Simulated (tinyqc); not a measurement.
Inside a calculation (part 1 of 2). Method: CCSD on RHF in the sto-3g basis, for H2O, spin multiplicity 1. Computed by tinyqc, a small Python program that keeps every step (integrals from PySCF). Settings: charge = 0, multiplicity = 1, basis = sto-3g, method = RHF, energy threshold = 1e-10, iteration cap = 58, orthogonalisation = symmetric, start = Wolfsberg-Helmholz matrix, DIIS depth = 6, amplitude equations = CCSD, DIIS depth for amplitudes = 4, cap on updates = 66. Command: `OMP_NUM_THREADS=1 python tinyqc.py 26349 26350 out.jsonl` (the two numbers bound the seeds that draw the settings). One thread of a shared host (Intel(R) Xeon(R) Processor @ 2.60GHz), about 0.4 s of CPU time with the checks. The early iterations of the SCF are left out here.

## One-electron integrals

Geometry (angstrom):
```
atom         x          y         z
O     0.000000   0.000000  0.000000
H     0.000000   0.755000  0.480000
H     0.000000  -0.755000  0.480000
```

Basis sto-3g: exponents (1/bohr^2) and contraction coefficients of normalised primitives:
```
element  l (shell)    exponent  coefficient
O            s (1)  130.709320     0.154329
O            s (1)   23.808861     0.535328
O            s (1)    6.443608     0.444635
O            s (2)    5.033151    -0.099967
O            s (2)    1.169596     0.399513
O            s (2)    0.380389     0.700115
O            p (3)    5.033151     0.155916
O            p (3)    1.169596     0.607684
O            p (3)    0.380389     0.391957
H            s (1)    3.425251     0.154329
H            s (1)    0.623914     0.535328
H            s (1)    0.168855     0.444635
```

Overlap, kinetic and nuclear-attraction integrals over the contracted functions; the nuclear repulsion is the sum of Za Zb / Rab.

nuclear repulsion = 9.81414475 hartree

overlap S, order 1O 1s, 1O 2s, 1O 2px, 1O 2py, 1O 2pz, 2H 1s, 3H 1s:
```
[[1.000000, 0.236704, 0.000000, 0.000000, 0.000000, 0.062561, 0.062561],
 [0.236704, 1.000000, 0.000000, 0.000000, 0.000000, 0.516684, 0.516684],
 [0.000000, 0.000000, 1.000000, 0.000000, 0.000000, 0.000000, 0.000000],
 [0.000000, 0.000000, 0.000000, 1.000000, 0.000000, 0.349533, -0.349533],
 [0.000000, 0.000000, 0.000000, 0.000000, 1.000000, 0.222220, 0.222220],
 [0.062561, 0.516684, 0.000000, 0.349533, 0.222220, 1.000000, 0.253131],
 [0.062561, 0.516684, 0.000000, -0.349533, 0.222220, 0.253131, 1.000000]]
```

kinetic energy T (hartree), order 1O 1s, 1O 2s, 1O 2px, 1O 2py, 1O 2pz, 2H 1s, 3H 1s:
```
[[29.003200, -0.168011, 0.000000, 0.000000, 0.000000, 0.002740, 0.002740],
 [-0.168011, 0.808128, 0.000000, 0.000000, 0.000000, 0.160876, 0.160876],
 [0.000000, 0.000000, 2.528731, 0.000000, 0.000000, 0.000000, 0.000000],
 [0.000000, 0.000000, 0.000000, 2.528731, 0.000000, 0.282355, -0.282355],
 [0.000000, 0.000000, 0.000000, 0.000000, 2.528731, 0.179510, 0.179510],
 [0.002740, 0.160876, 0.000000, 0.282355, 0.179510, 0.760032, 0.008804],
 [0.002740, 0.160876, 0.000000, -0.282355, 0.179510, 0.008804, 0.760032]]
```

nuclear attraction V (hartree), order 1O 1s, 1O 2s, 1O 2px, 1O 2py, 1O 2pz, 2H 1s, 3H 1s:
```
[[-61.801417, -7.463091, 0.000000, 0.000000, -0.019067, -2.034591, -2.034591],
 [-7.463091, -10.211823, 0.000000, 0.000000, -0.218286, -4.311287, -4.311287],
 [0.000000, 0.000000, -10.042435, 0.000000, 0.000000, 0.000000, 0.000000],
 [0.000000, 0.000000, 0.000000, -10.248335, 0.000000, -2.609989, 2.609989],
 [-0.019067, -0.218286, 0.000000, 0.000000, -10.125658, -1.729805, -1.729805],
 [-2.034591, -4.311287, 0.000000, -2.609989, -1.729805, -6.087698, -1.718702],
 [-2.034591, -4.311287, 0.000000, 2.609989, -1.729805, -1.718702, -6.087698]]
```

core Hamiltonian H = T + V (hartree), order 1O 1s, 1O 2s, 1O 2px, 1O 2py, 1O 2pz, 2H 1s, 3H 1s:
```
[[-32.798217, -7.631102, 0.000000, 0.000000, -0.019067, -2.031851, -2.031851],
 [-7.631102, -9.403695, 0.000000, 0.000000, -0.218286, -4.150411, -4.150411],
 [0.000000, 0.000000, -7.513704, 0.000000, 0.000000, 0.000000, 0.000000],
 [0.000000, 0.000000, 0.000000, -7.719604, 0.000000, -2.327635, 2.327635],
 [-0.019067, -0.218286, 0.000000, 0.000000, -7.596927, -1.550295, -1.550295],
 [-2.031851, -4.150411, 0.000000, -2.327635, -1.550295, -5.327667, -1.709898],
 [-2.031851, -4.150411, 0.000000, 2.327635, -1.550295, -1.709898, -5.327667]]
```

## Two-electron integrals

Functions are numbered as in S; the eight-fold symmetry (ij|kl) = (ji|kl) = (kl|ij) leaves the list below.

Two-electron integrals (ij|kl) in chemists' order, unique and non-zero (hartree):
```
(11|11) 4.785065    (21|11) 0.741380    (21|21) 0.136873    (22|11) 1.118947
(22|21) 0.256633    (22|22) 0.817206    (31|31) 0.024477    (32|31) 0.037809
(32|32) 0.180518    (33|11) 1.115814    (33|21) 0.256684    (33|22) 0.817023
(33|33) 0.880159    (41|41) 0.024477    (42|41) 0.037809    (42|42) 0.180518
(43|43) 0.047444    (44|11) 1.115814    (44|21) 0.256684    (44|22) 0.817023
(44|33) 0.785270    (44|44) 0.880159    (51|51) 0.024477    (52|51) 0.037809
(52|52) 0.180518    (53|53) 0.047444    (54|54) 0.047444    (55|11) 1.115814
(55|21) 0.256684    (55|22) 0.817023    (55|33) 0.785270    (55|44) 0.785270
(55|55) 0.880159    (61|11) 0.199504    (61|21) 0.036482    (61|22) 0.067833
(61|33) 0.067708    (61|41) 0.001400    (61|42) 0.002606    (61|44) 0.067980
(61|51) 0.000890    (61|52) 0.001657    (61|54) 0.000173    (61|55) 0.067818
(61|61) 0.009847    (62|11) 0.448888    (62|21) 0.104083    (62|22) 0.362726
(62|33) 0.356894    (62|41) 0.006514    (62|42) 0.048157    (62|44) 0.369119
(62|51) 0.004141    (62|52) 0.030616    (62|54) 0.007772    (62|55) 0.361835
(62|61) 0.028199    (62|62) 0.193467    (63|31) 0.011324    (63|32) 0.064320
(63|43) 0.010198    (63|53) 0.006484    (63|63) 0.028777    (64|11) 0.259269
(64|21) 0.060942    (64|22) 0.226926    (64|33) 0.216456    (64|41) 0.014706
(64|42) 0.093215    (64|44) 0.244522    (64|51) 0.002150    (64|52) 0.018370
(64|54) 0.011360    (64|55) 0.219556    (64|61) 0.017298    (64|62) 0.147042
(64|64) 0.139388    (65|11) 0.164833    (65|21) 0.038745    (65|22) 0.144271
(65|33) 0.137614    (65|41) 0.002150    (65|42) 0.018370    (65|44) 0.142490
(65|51) 0.012691    (65|52) 0.075999    (65|54) 0.013298    (65|55) 0.152553
(65|61) 0.010997    (65|62) 0.093483    (65|64) 0.070322    (65|65) 0.073485
(66|11) 0.562982    (66|21) 0.132646    (66|22) 0.526258    (66|33) 0.504824
(66|41) 0.011511    (66|42) 0.114039    (66|44) 0.550178    (66|51) 0.007318
(66|52) 0.072502    (66|54) 0.028834    (66|55) 0.523156    (66|61) 0.036323
(66|62) 0.341266    (66|64) 0.296663    (66|65) 0.188607    (66|66) 0.774606
(71|11) 0.199504    (71|21) 0.036482    (71|22) 0.067833    (71|33) 0.067708
(71|41) -0.001400   (71|42) -0.002606   (71|44) 0.067980    (71|51) 0.000890
(71|52) 0.001657    (71|54) -0.000173   (71|55) 0.067818    (71|61) 0.009679
(71|62) 0.027225    (71|64) 0.015167    (71|65) 0.010621    (71|66) 0.034538
(71|71) 0.009847    (72|11) 0.448888    (72|21) 0.104083    (72|22) 0.362726
(72|33) 0.356894    (72|41) -0.006514   (72|42) -0.048157   (72|44) 0.369119
(72|51) 0.004141    (72|52) 0.030616    (72|54) -0.007772   (72|55) 0.361835
(72|61) 0.027225    (72|62) 0.157094    (72|64) 0.081931    (72|65) 0.073702
(72|66) 0.228814    (72|71) 0.028199    (72|72) 0.193467    (73|31) 0.011324
(73|32) 0.064320    (73|43) -0.010198   (73|53) 0.006484    (73|63) 0.022589
(73|73) 0.028777    (74|11) -0.259269   (74|21) -0.060942   (74|22) -0.226926
(74|33) -0.216456   (74|41) 0.014706    (74|42) 0.093215    (74|44) -0.244522
(74|51) -0.002150   (74|52) -0.018370   (74|54) 0.011360    (74|55) -0.219556
(74|61) -0.015167   (74|62) -0.081931   (74|64) -0.020537   (74|65) -0.037507
(74|66) -0.104128   (74|71) -0.017298   (74|72) -0.147042   (74|74) 0.139388
(75|11) 0.164833    (75|21) 0.038745    (75|22) 0.144271    (75|33) 0.137614
(75|41) -0.002150   (75|42) -0.018370   (75|44) 0.142490    (75|51) 0.012691
(75|52) 0.075999    (75|54) -0.013298   (75|55) 0.152553    (75|61) 0.010621
(75|62) 0.073702    (75|64) 0.037507    (75|65) 0.056635    (75|66) 0.117893
(75|71) 0.010997    (75|72) 0.093483    (75|74) -0.070322   (75|75) 0.073485
(76|11) 0.172956    (76|21) 0.040381    (76|22) 0.150225    (76|33) 0.147250
(76|44) 0.150607    (76|51) 0.002641    (76|52) 0.022303    (76|55) 0.152665
(76|61) 0.010798    (76|62) 0.077115    (76|64) 0.050442    (76|65) 0.041894
(76|66) 0.135339    (76|71) 0.010798    (76|72) 0.077115    (76|74) -0.050442
(76|75) 0.041894    (76|76) 0.036288    (77|11) 0.562982    (77|21) 0.132646
(77|22) 0.526258    (77|33) 0.504824    (77|41) -0.011511   (77|42) -0.114039
(77|44) 0.550178    (77|51) 0.007318    (77|52) 0.072502    (77|54) -0.028834
(77|55) 0.523156    (77|61) 0.034538    (77|62) 0.228814    (77|64) 0.104128
(77|65) 0.117893    (77|66) 0.343744    (77|71) 0.036323    (77|72) 0.341266
(77|74) -0.296663   (77|75) 0.188607    (77|76) 0.135339    (77|77) 0.774606
```

## Orthogonalisation

S = U s U^T; symmetric (Loewdin) form X = U s^(-1/2) U^T, so that X^T S X = 1.

eigenvalues of S: [0.303411, 0.363174, 0.895059, 1.000000, 1.077464, 1.383695, 1.977197]

X, order 1O 1s, 1O 2s, 1O 2px, 1O 2py, 1O 2pz, 2H 1s, 3H 1s:
```
[[1.024482, -0.147150, 0.000000, 0.000000, -0.010275, 0.023478, 0.023478],
 [-0.147150, 1.308026, 0.000000, 0.000000, 0.120705, -0.342504, -0.342504],
 [0.000000, 0.000000, 1.000000, 0.000000, 0.000000, 0.000000, 0.000000],
 [0.000000, 0.000000, 0.000000, 1.154380, 0.000000, -0.277171, 0.277171],
 [-0.010275, 0.120705, 0.000000, 0.000000, 1.050927, -0.144953, -0.144953],
 [0.023478, -0.342504, 0.000000, -0.277171, -0.144953, 1.259338, -0.095769],
 [0.023478, -0.342504, 0.000000, 0.277171, -0.144953, -0.095769, 1.259338]]
```

## Iteration 7 (converged): orbitals

converged F (hartree), order 1O 1s, 1O 2s, 1O 2px, 1O 2py, 1O 2pz, 2H 1s, 3H 1s:
```
[[-20.209737, -5.161422, 0.000000, 0.000000, -0.030047, -1.382546, -1.382546],
 [-5.161422, -2.458799, 0.000000, 0.000000, -0.139770, -1.131974, -1.131974],
 [0.000000, 0.000000, -0.387873, 0.000000, 0.000000, 0.000000, 0.000000],
 [0.000000, 0.000000, 0.000000, -0.383012, 0.000000, -0.432138, 0.432138],
 [-0.030047, -0.139770, 0.000000, 0.000000, -0.376176, -0.343769, -0.343769],
 [-1.382546, -1.131974, 0.000000, -0.432138, -0.343769, -0.658452, -0.433807],
 [-1.382546, -1.131974, 0.000000, 0.432138, -0.343769, -0.433807, -0.658452]]
```

Diagonalise F' = X^T F X, C = X C', fill 5 alpha and 5 beta electrons from the bottom; D = 2 C_occ C_occ^T. Each column has its largest component positive (the first on a tie).

F' = X^T F X (hartree):
```
[[-19.826506, -2.697952, 0.000000, 0.000000, -0.050132, -0.241624, -0.241624],
 [-2.697952, -1.155708, 0.000000, 0.000000, 0.110264, -0.585720, -0.585720],
 [0.000000, 0.000000, -0.387873, 0.000000, 0.000000, 0.000000, 0.000000],
 [0.000000, 0.000000, 0.000000, 0.008154, 0.000000, -0.535469, 0.535469],
 [-0.050132, 0.110264, 0.000000, 0.000000, -0.240874, -0.313025, -0.313025],
 [-0.241624, -0.585720, 0.000000, -0.535469, -0.313025, 0.054056, -0.123815],
 [-0.241624, -0.585720, 0.000000, 0.535469, -0.313025, -0.123815, 0.054056]]
```

orbital energies (hartree): [-20.218909, -1.288112, -0.668996, -0.434848, -0.387873, 0.649023, 0.855020]

coefficients C, order 1O 1s, 1O 2s, 1O 2px, 1O 2py, 1O 2pz, 2H 1s, 3H 1s:
```
[[0.993946, -0.231650, 0.000000, 0.097663, 0.000000, -0.145927, 0.000000],
 [0.028155, 0.813552, 0.000000, -0.513874, 0.000000, 1.027154, 0.000000],
 [0.000000, 0.000000, 0.000000, 0.000000, 1.000000, 0.000000, 0.000000],
 [0.000000, 0.000000, 0.599238, 0.000000, 0.000000, 0.000000, 1.061675],
 [0.004535, 0.137795, 0.000000, 0.825304, 0.000000, 0.678977, 0.000000],
 [-0.006771, 0.164376, 0.432099, 0.237341, 0.000000, -0.855816, -0.899039],
 [-0.006771, 0.164376, -0.432099, 0.237341, 0.000000, -0.855816, 0.899039]]
```

D after iteration 7, order 1O 1s, 1O 2s, 1O 2px, 1O 2py, 1O 2pz, 2H 1s, 3H 1s:
```
[[2.102258, -0.421323, 0.000000, 0.000000, 0.106378, -0.043256, -0.043256],
 [-0.421323, 1.853452, 0.000000, 0.000000, -0.623743, 0.023147, 0.023147],
 [0.000000, 0.000000, 2.000000, 0.000000, 0.000000, 0.000000, 0.000000],
 [0.000000, 0.000000, 0.000000, 0.718172, 0.000000, 0.517860, -0.517860],
 [0.106378, -0.623743, 0.000000, 0.000000, 1.400271, 0.436997, 0.436997],
 [-0.043256, 0.023147, 0.000000, 0.517860, 0.436997, 0.540211, -0.206627],
 [-0.043256, 0.023147, 0.000000, -0.517860, 0.436997, -0.206627, 0.540211]]
```

## Convergence

Stop when the energy changes by less than 1e-10 hartree and every element of the error matrix X^T (F D S - S D F) X is below 3e-06.

Course of the cycle:
```
iteration   E (hartree)     change  largest element of the error matrix
1          -74.71558798          -                             3.73e-01
2          -74.91906790  -2.03e-01                             9.25e-02
3          -74.93550034  -1.64e-02                             2.49e-02
4          -74.93650343  -1.00e-03                             3.72e-03
5          -74.93654381  -4.04e-05                             1.80e-04
6          -74.93654389  -8.00e-08                             4.11e-06
7          -74.93654389  -1.46e-11                             2.81e-08
```

PySCF RHF in the same basis = -74.93654389 hartree

Converged in 7 iterations.

## Integrals over molecular orbitals

(pq|rs) = sum C_ip C_jq C_kr C_ls (ij|kl), one index at a time.

one-electron integrals over orbitals h = C^T H C (hartree):
```
[[-32.779852, 0.559634, 0.000000, -0.223369, 0.000000, 0.339467, 0.000000],
 [0.559634, -7.731057, 0.000000, 0.352370, 0.000000, -1.434580, 0.000000],
 [0.000000, 0.000000, -6.533727, 0.000000, 0.000000, 0.000000, -1.727992],
 [-0.223369, 0.352370, 0.000000, -7.193611, 0.000000, -0.916196, 0.000000],
 [0.000000, 0.000000, 0.000000, 0.000000, -7.513704, 0.000000, 0.000000],
 [0.339467, -1.434580, 0.000000, -0.916196, 0.000000, -5.261856, 0.000000],
 [0.000000, 0.000000, -1.727992, 0.000000, 0.000000, 0.000000, -5.662670]]
```

Two-electron integrals over orbitals (pq|rs), unique and non-zero (hartree):
```
(11|11) 4.743176    (21|11) -0.414476   (21|21) 0.057655    (22|11) 1.002954
(22|21) -0.012573   (22|22) 0.729790    (31|31) 0.011035    (32|31) 0.018231
(32|32) 0.151343    (33|11) 0.814658    (33|21) -0.004445   (33|22) 0.655230
(33|33) 0.649586    (41|11) 0.173927    (41|21) -0.020662   (41|22) 0.016514
(41|33) 0.006297    (41|41) 0.028607    (42|11) -0.106655   (42|21) 0.009021
(42|22) 0.015222    (42|33) 0.007927    (42|41) 0.021148    (42|42) 0.122698
(43|31) -0.003321   (43|32) 0.016169    (43|43) 0.042637    (44|11) 1.037644
(44|21) -0.014361   (44|22) 0.688888    (44|33) 0.615455    (44|41) -0.012942
(44|42) -0.104310   (44|44) 0.827798    (51|51) 0.026092    (52|51) 0.032361
(52|52) 0.143487    (53|53) 0.029910    (54|51) -0.012854   (54|52) -0.043839
(54|54) 0.056961    (55|11) 1.115323    (55|21) -0.011616   (55|22) 0.747097
(55|33) 0.639692    (55|41) 0.004805    (55|42) -0.057079   (55|44) 0.748948
(55|55) 0.880159    (61|11) -0.263544   (61|21) 0.039081    (61|22) -0.002107
(61|33) -0.000764   (61|41) -0.001946   (61|42) 0.019002    (61|44) -0.019153
(61|55) -0.006788   (61|61) 0.033392    (62|11) 0.323314    (62|21) -0.007511
(62|22) 0.142727    (62|33) 0.074959    (62|41) 0.017977    (62|42) 0.019759
(62|44) 0.106581    (62|55) 0.164316    (62|61) 0.003477    (62|62) 0.102461
(63|31) 0.002923    (63|32) -0.047668   (63|43) -0.024480   (63|63) 0.075072
(64|11) 0.184228    (64|21) -0.001052   (64|22) 0.083441    (64|33) 0.038656
(64|41) 0.005378    (64|42) -0.009123   (64|44) 0.102073    (64|55) 0.094855
(64|61) 0.002171    (64|62) 0.060817    (64|64) 0.051935    (65|51) 0.017509
(65|52) 0.064197    (65|54) -0.005097   (65|65) 0.041181    (66|11) 0.790463
(66|21) -0.006841   (66|22) 0.611339    (66|33) 0.575631    (66|41) 0.021965
(66|42) 0.063843    (66|44) 0.544966    (66|55) 0.585060    (66|61) 0.006347
(66|62) 0.089152    (66|64) 0.041660    (66|66) 0.591186    (71|31) 0.016119
(71|32) 0.024580    (71|43) -0.005061   (71|63) 0.003827    (71|71) 0.023625
(72|31) 0.013673    (72|32) 0.036356    (72|43) -0.031459   (72|63) 0.036480
(72|71) 0.018801    (72|72) 0.059600    (73|11) 0.365028    (73|21) -0.007821
(73|22) 0.135276    (73|33) 0.094490    (73|41) -0.001090   (73|42) -0.067689
(73|44) 0.172614    (73|55) 0.187141    (73|61) -0.007255   (73|62) 0.080884
(73|64) 0.061602    (73|66) 0.035902    (73|73) 0.146838    (74|31) -0.009519
(74|32) -0.073234   (74|43) 0.010398    (74|63) 0.040108    (74|71) -0.013568
(74|72) -0.016931   (74|74) 0.063132    (75|53) 0.023744    (75|75) 0.024544
(76|31) 0.010483    (76|32) 0.107724    (76|43) 0.039369    (76|63) -0.070446
(76|71) 0.014414    (76|72) -0.009222   (76|74) -0.054727   (76|76) 0.121593
(77|11) 0.897863    (77|21) -0.010337   (77|22) 0.632882    (77|33) 0.623723
(77|41) 0.003822    (77|42) -0.013775   (77|44) 0.626509    (77|55) 0.636736
(77|61) -0.006624   (77|62) 0.072991    (77|64) 0.036742    (77|66) 0.567973
(77|73) 0.101096    (77|77) 0.633097
```

## CCSD: starting amplitudes

t_ij^ab = <ij||ab> / (e_i + e_j - e_a - e_b), whose energy is MP2.

Starting amplitudes (spin orbitals 1a, 1b, ...; amplitudes related by a flip of all spins are not repeated; the 24 largest):
```
from      to          t
3a 3b  7a 7b  -0.048175
3a 3b  6a 6b  -0.028479
2a 2b  6a 6b  -0.026447
4a 4b  7a 7b  -0.024472
4a 4b  6a 6b  -0.023958
3a 4b  6b 7a   0.023622
2a 3b  6a 7b  -0.023369
2a 4b  6a 6b  -0.020131
5a 5b  6a 6b  -0.019858
3a 4b  6a 7b  -0.015380
2a 2b  7a 7b  -0.013905
2a 3a  6a 7a  -0.012829
2a 3b  6b 7a   0.010540
5a 5b  7a 7b  -0.009874
3a 4a  6a 7a   0.008242
2a 4b  7a 7b   0.004932
1a 2b  7a 7b  -0.000810
1a 1b  6a 6b  -0.000800
1a 4b  7a 7b   0.000607
1a 1b  7a 7b  -0.000561
1a 3a  6a 7a   0.000495
1a 3b  6a 7b   0.000324
1a 3b  6b 7a   0.000171
1a 2b  6a 6b  -0.000152
```

correlation energy = -0.02950766 hartree

## CCSD: amplitude update 1

t_i^a D_i^a and t_ij^ab D_ij^ab are set to the remaining terms of the spin-orbital equations, evaluated with the old amplitudes; for the doubles these are <ij||ab> + 1/2 <ab||ef> t_ij^ef + 1/2 <mn||ij> t_mn^ab + P(ij)P(ab) <mb||ej> t_im^ae + terms in t^2 + terms with t1, D the orbital-energy denominators.

Amplitudes after update 1 (spin orbitals 1a, 1b, ...; amplitudes related by a flip of all spins are not repeated; the 24 largest):
```
from      to          t
3a 3b  7a 7b  -0.060403
3a 3b  6a 6b  -0.037295
4a 4b  7a 7b  -0.030817
2a 2b  6a 6b  -0.030494
3a 4b  6b 7a   0.030480
4a 4b  6a 6b  -0.029944
2a 3b  6a 7b  -0.029431
2a 4b  6a 6b  -0.027448
5a 5b  6a 6b  -0.024591
3a 4b  6a 7b  -0.022192
2a 3b  6b 7a   0.015994
2a 2b  7a 7b  -0.015582
2a 3a  6a 7a  -0.013437
5a 5b  7a 7b  -0.010626
3a 4a  6a 7a   0.008289
2a 4b  7a 7b   0.004916
4a        6a  -0.004794
3a        7a  -0.002409
2a        6a  -0.001511
1a 2b  7a 7b  -0.000784
1a 1b  6a 6b  -0.000704
1a 4b  7a 7b   0.000570
1a 3a  6a 7a   0.000507
1a 1b  7a 7b  -0.000493
```

correlation energy = -0.03710761 hartree

## CCSD: amplitude update 2

As before.

Amplitudes after update 2 (spin orbitals 1a, 1b, ...; amplitudes related by a flip of all spins are not repeated; the 24 largest):
```
from      to          t
3a 3b  7a 7b  -0.063947
3a 3b  6a 6b  -0.040164
4a 4b  7a 7b  -0.032846
3a 4b  6b 7a   0.032831
4a 4b  6a 6b  -0.032350
2a 2b  6a 6b  -0.031310
2a 3b  6a 7b  -0.030876
2a 4b  6a 6b  -0.029983
5a 5b  6a 6b  -0.026046
3a 4b  6a 7b  -0.025205
2a 3b  6b 7a   0.018059
2a 2b  7a 7b  -0.015774
2a 3a  6a 7a  -0.012817
5a 5b  7a 7b  -0.010346
4a        6a  -0.007793
3a 4a  6a 7a   0.007627
2a 4b  7a 7b   0.004629
3a        7a  -0.003103
2a        6a  -0.002000
1a 2b  7a 7b  -0.000771
1a 1b  6a 6b  -0.000703
1a 4b  7a 7b   0.000556
1a 3a  6a 7a   0.000503
1a 1b  7a 7b  -0.000487
```

correlation energy = -0.03936773 hartree
